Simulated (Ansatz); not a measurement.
Frontier orbitals of `C/C=C/F`.

Charge 0, multiplicity 1. The geometry is a stationary point of PBE0-D4/def2-TZVP. Basis def2-TZVPP, the Gaussian-basis code of Ansatz.

Orbital energies of one run (eV). Highest occupied ones, from the top: -9.48, -12.66, -13.28, -13.81, -14.21, -15.63, -16.08, -17.30, -19.17, -22.09, -25.13, -36.84, -281.55, -281.57. Empty: 2.70, 2.94, 3.67, 4.42, 4.68, 4.78.

Problem. Which functional gave them?
A. r2SCAN
B. LC-ωPBE
C. ωB97M-V
D. HSE06 (plane-wave form)

Solution. C. HOMO energies: ωB97M-V -9.48, HSE06 -6.81, LC-ωPBE -9.95, r2SCAN -6.20 eV.

LC-ωPBE has ω = 0.4 bohr⁻¹.
